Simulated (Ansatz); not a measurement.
Basis-set extrapolation for `CC(O)(O)S` (PBE0-D4/def2-TZVP geometry, frozen core, the Gaussian-basis code of Ansatz). Multiplicity 1, RHF reference.

```json
{"": "HF", "def2-TZVPP": "-626.592893", "def2-QZVPP": "-626.614820"}
{"": "MP2 correlation", "def2-TZVPP": "-1.006032", "def2-QZVPP": "-1.083691"}
{"": "CCSD(T) correlation", "def2-TZVPP": "-1.085296", "def2-QZVPP": "not run"}
```

Energies in hartree. Use E(X) = E(∞) + A·exp(−7.88·√X) for Hartree–Fock and E(X) = E(∞) + B·X^(−2.97) for correlation, with X = 3 and 4, and add CCSD(T) minus MP2 of the smaller set to the MP2 limit.

Problem. What is the CCSD(T) energy at the basis-set limit?

Solution. HF limit: -626.614820 + (-0.021927) × 0.13774 = -626.61784. MP2 limit: -1.083691 + (-0.077659) × 0.74074 = -1.14122. Higher-order term: -1.085296 − (-1.006032) = -0.07926. Total: -627.83832 hartree, 100.5 kcal/mol below CCSD(T)/def2-TZVPP.
